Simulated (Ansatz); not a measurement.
in.yaml

```yaml
crystal:
  periodic: [false, false, false]
  atoms:
    - {symbol: Al, position_ang: [0.000000, 0.000000, 1.637630]}
    - {symbol: C, position_ang: [0.000000, 0.000000, -4.866370]}
    - {symbol: H, position_ang: [0.000000, 0.000000, 3.228741]}
basis:
  gaussian: {orbitals: aug-cc-pVDZ}
correlation: {method: fic_mrcisd_q, electrons: outside_noble_gas, active_space: {window: {electrons: 2, orbitals: 2}, states: [{multiplicity: 1, irrep: Sigma, weights: [1]}]}}
```

```sh
$ ansatz run in.yaml --threads 1 --pin off --events-out ev --progress --plain --max-ram 2393MiB
```

One thing in this input was set wrong on purpose, beside settings that are merely unusual. What is the gravest fault, and what does the program do?

Irrep not in the group. How the run ends: stopped by an error.
```
963 factors; integrals over basis functions are off by at most 2.1e-7 eV
mean field evaluation 1: about -7619.7811 eV, gradient 1.0e1 eV
mean field evaluation 2: about -7619.7811 eV, gradient 1.0e1 eV
mean field evaluation 4: about -7620.5823 eV, gradient 9.2e-1 eV
mean field evaluation 8: about -7620.5905 eV, gradient 1.6e-4 eV
mean field evaluation 16: about -7620.5934 eV, gradient 1.0e-1 eV
mean field evaluation 32: about -7619.7811 eV, gradient 1.0e1 eV
mean field evaluation 64: about -7620.5987 eV, gradient 9.9e-2 eV
mean field -7620.60614558 eV, -280.0521104177 hartree, gradient 6.7e-7 eV, S^2 0.000000; 9 other end points of the search recorded, 0 dependent functions left out; unrestricted orbitals would lower it
reference -7620.60614558 eV, -280.0521104177 hartree; 10, 10 occupied and 49, 49 virtual orbitals, 963 factors
Error: the irrep Sigma is not accepted for these orbitals, which take A1, B1, B2, A2, or 1 to 4
```
